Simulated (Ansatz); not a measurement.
Molecule: difluoromethane, CH₂F₂, net charge 0, singlet state. SMILES: FCF
Geometry from a B3LYP-D3(BJ)/def2-TZVP (Ansatz, a first-principles code) optimisation:
```
C
F 1 1.3618
F 1 1.3618 2 108.56
H 1 1.0913 2 108.69 3 -118.06
H 1 1.0913 4 113.42 3 -121.01
```

Atomisation energy built up term by term with Ansatz (kcal/mol; UHF references for open shells; valence terms freeze the core; atomic spin-orbit terms are left out). CBS marks a two-point X^-3 extrapolation of the correlation energy; Hartree-Fock from the larger set.

| term | basis | kcal/mol |
|---|---|---|
| Hartree-Fock | cc-pVQZ | 309.46 |
| CCSD correlation | CBS(cc-pVTZ,cc-pVQZ) | 119.36 |
| (T) | CBS(cc-pVTZ,cc-pVQZ) | 8.29 |
| core correlation | cc-pwCVTZ | 1.14 |
| scalar relativity (X2C) | cc-pVTZ-DK against cc-pVTZ | -0.53 |
| sum: De |  | 437.7 |

(T) makes 1.9 % of the CCSD(T) atomisation energy; under 5 % is typical of single-reference molecules.
